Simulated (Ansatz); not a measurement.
Input for Ansatz (development build ahead of 0.2.0):

```yaml
crystal:
  periodic: [false, false, false]
  atoms:
    - { symbol: "N", position_ang: [0.0, 0.0, -0.47214] }
    - { symbol: "N", position_ang: [0.0, 0.0, 0.47214] }
basis:
  gaussian: { orbitals: cc-pVTZ }
hamiltonian:
  xc: hf
correlation:
  method: ccsd_t
  frozen_orbitals: { "N": 1 }
```

The input is written out in the form of the current development build from the run's settings.

Results

```
Converged          : yes
Reference energy   : -108.91558 hartree
Correlation energy : -0.35891 hartree
Total energy       : -109.27448 hartree
```
